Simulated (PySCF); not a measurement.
Ionisation of isopropylamine

System: isopropylamine, `CC(C)N` (C3H9N). Numbering: `[CH3:1][CH:2]([CH3:3])[NH2:4]`

Energies: ωB97X-D3(BJ)/ma-def2-TZVP (PySCF, density fitting, integration grid level 2) on PBE0-D3(BJ)/def2-SVP structures. The prefix ma- adds one diffuse s and one diffuse p function on all atoms but H. ωB97X-D3(BJ) is ωB97X-V with D3(BJ) in place of VV10. Thermal corrections: PBE0-D3(BJ)/def2-SVP frequencies, unscaled, ideal gas at 298.15 K and 1 bar, quasi-RRHO entropy.

Frontier levels of the parent: HOMO -9.47 eV, LUMO 1.14 eV.

Oxidation to the radical cation:
```
Vertical ionisation energy (electronic)              : 9.48 eV
Adiabatic ionisation energy (with zero-point energy) : 8.67 eV
Adiabatic, electronic part                           : 8.75 eV
Vertical gap at the product's structure              : 8.33 eV
Inner reorganisation energy (four-point)             : 1146 meV
Relaxation of product / of parent                    : 730 / 417 meV
⟨S²⟩ of the product                                  : 0.755
Largest spin populations                             : N4 0.84, H (on C2) 0.13
Largest changes of atomic charge                     : N4 0.45, H (on C2) 0.13, H (on N4) 0.10, H (on N4) 0.10
Distances that move most (Å)                         : C2–N4 1.455 → 1.410; C2–H 1.114 → 1.135; N4–H 1.018 → 1.025; N4–H 1.018 → 1.025
```

Measured values (NIST Chemistry WebBook, evaluated or the median of agreeing entries): vertical ionisation energy 9.31 eV (computed 9.48, difference 0.17).

Run with `OMP_NUM_THREADS=1 python redox_run.py task.json out` on 1 thread of Arm Neoverse V1, a shared host. Structures, frequencies and single points: 10 min of wall time.
